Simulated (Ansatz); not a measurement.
We consider fcc Ca, described by PBE in Ansatz (PAW).

Numerical settings: plane-wave cutoff 520 eV, 20×20×20 k mesh, Fermi–Dirac smearing 0.044 eV (set by the program), scalar-relativistic PAW data made under PBE.

The cell has the measured lattice: a = 5.588 Å, b = 5.588 Å, c = 5.588 Å, α = 90.00°, β = 90.00°, γ = 90.00°.

**Question.** What does this level give for the elastic constant C12, elastic constant C44, Young modulus and elastic constant C11?

**Answer.** 
- elastic constant C12 = 13.1 GPa
- elastic constant C44 = 14.1 GPa
- Young modulus = 21.1 GPa
- elastic constant C11 = 20.5 GPa

Measured, for comparison: elastic constant C44 16 GPa (temperature not stated, no zero-point or thermal correction; as tabulated in Jones et al. (2010), arXiv:1012.0803). Computed (rounded) less measured: elastic constant C44 -12 %.

Note: the cell isn't this level's own, so it is under some stress, which shifts stiffness and frequencies.

Elastic constants are with the ions relaxed.

Static lattice: no zero-point or thermal effects.

Ansatz is a first-principles code.
